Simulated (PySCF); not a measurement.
Pentacarbon, C5 (singlet state).
Cartesian coordinates in Å at the PBE0-D3(BJ)/def2-SVP level; atoms count from 1:
```xyz
5
C5 angstrom
C     -2.3205   -0.1937   -1.0835
C     -1.1556   -0.1005   -0.5313
C      0.0063   -0.0060    0.0185
C      1.1687    0.0876    0.5677
C      2.3343    0.1774    1.1195
```

All values: CAM-B3LYP/def2-SVPD (PySCF, non-relativistic), on one gas-phase PBE0-D3(BJ)/def2-SVP geometry that isn't relaxed in the solvent. The solvent is an IEF-PCM continuum (cavity from Bondi-type radii × 1.2), and excitations are vertical TDDFT with non-equilibrium linear response and a frozen core. Specific hydrogen bonds and non-electrostatic terms are outside this model.

Gas-phase singlets (H = HOMO, L = LUMO):

```json
{"state": "S1", "E (eV)": "2.294", "λ (nm)": "540", "f": "0.000", "leading configuration": "H→L 47%"}
{"state": "S2", "E (eV)": "2.536", "λ (nm)": "489", "f": "0.000", "leading configuration": "H-1→L+1 31%"}
{"state": "S3", "E (eV)": "2.536", "λ (nm)": "489", "f": "0.000", "leading configuration": "H-1→L 31%"}
{"state": "S4", "E (eV)": "3.674", "λ (nm)": "337", "f": "0.000", "leading configuration": "H-2→L 97%"}
{"state": "S5", "E (eV)": "3.674", "λ (nm)": "337", "f": "0.000", "leading configuration": "H-2→L+1 97%"}
```

Q: Give the list for acetone (ε = 20.49), n² = 1.85.

A: 
```tsv
state	E (eV)	λ (nm)	f	leading configuration	change by rank (eV)
S1	2.259	549	0.000	H→L 49%	-0.035
S2	2.492	497	0.000	H-1→L+1 25%	-0.044
S3	2.492	497	0.000	H→L+1 25%	-0.044
S4	3.832	324	0.000	H-2→L 97%	+0.158
S5	3.832	324	0.000	H-2→L+1 97%	+0.158
```

Q: How do the frontier levels move from gas to acetone?

A: 
```csv
orbital,gas (eV),solvent (eV),change (eV),"Löwdin shares, gas","Löwdin shares, solvent"
LUMO+2,0.95,1.12,+0.17,"C5 27 %, C1 27 %, C4 20 %, C2 20 %","C5 27 %, C1 27 %, C4 20 %, C2 20 %"
LUMO+1,-3.94,-3.73,+0.21,"C5 26 %, C1 26 %, C3 22 %, C2 13 %","C5 26 %, C1 26 %, C3 22 %, C2 13 %"
LUMO,-3.94,-3.73,+0.21,"C5 26 %, C1 26 %, C3 22 %, C2 13 %","C5 26 %, C1 26 %, C3 22 %, C2 13 %"
HOMO,-10.47,-10.22,+0.25,"C4 26 %, C2 26 %, C5 19 %, C1 19 %","C4 25 %, C2 25 %, C5 19 %, C1 19 %"
HOMO-1,-10.47,-10.22,+0.25,"C4 26 %, C2 26 %, C5 19 %, C1 19 %","C4 25 %, C2 25 %, C5 19 %, C1 19 %"
HOMO-2,-11.08,-11.04,+0.04,"C1 42 %, C5 41 %, C2 8 %, C4 8 %","C1 41 %, C5 41 %, C2 8 %, C4 8 %"
HOMO-3,-11.15,-11.11,+0.04,"C5 42 %, C1 41 %, C4 9 %, C2 9 %","C5 41 %, C1 41 %, C4 9 %, C2 8 %"
```

The HOMO–LUMO gap goes from 6.53 to 6.49 eV. Shares within a degenerate set are those of one arbitrary member.
